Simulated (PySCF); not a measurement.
C₃H₇, SMILES C[CH]C (connectivity only; charge and spin as stated), charge +1, multiplicity 1.

Geometry: PBE-D3(BJ)/def2-TZVP. The multiplicity is an assumed one; other spin states were not compared. The isomer is the one that the SMILES or the coordinates give; other isomers of the formula were not compared.

All values below come from PBE-D3(BJ)/def2-TZVP run with PySCF 2.14.0.

Frequencies are harmonic and unscaled.

Computed harmonic wavenumbers and intensities:
```tsv
mode	ν (cm⁻¹)	IR (km/mol)	moving atoms (share of kinetic energy)
1	101	6.0	H 91 %, C 9 %
2	137	16.8	H 85 %, C 15 %
3	411	0.0	C 54 %, H 46 %
4	596	0.1	H 87 %, C 13 %
5	725	53.0	H 91 %, C 9 %
6	894	1.8	C 53 %, H 47 %
7	923	17.9	H 88 %, C 12 %
8	1065	46.4	C 55 %, H 45 %
9	1160	5.7	H 67 %, C 33 %
10	1203	297.5	H 88 %, C 12 %
11	1223	30.9	H 65 %, C 35 %
12	1259	7.6	H 64 %, C 36 %
13	1309	7.6	H 92 %, C 8 %
14	1318	9.9	H 87 %, C 13 %
15	1381	32.5	H 88 %, C 12 %
16	1428	21.7	H 85 %, C 15 %
17	1512	57.4	C 56 %, H 44 %
18	2816	235.7	H 94 %
19	2828	3.0	H 94 %
20	2954	87.9	H 94 %
21	2958	0.0	H 94 %
22	3051	0.6	H 92 %, C 8 %
23	3105	8.9	H 91 %, C 9 %
24	3108	8.7	H 91 %, C 9 %
```
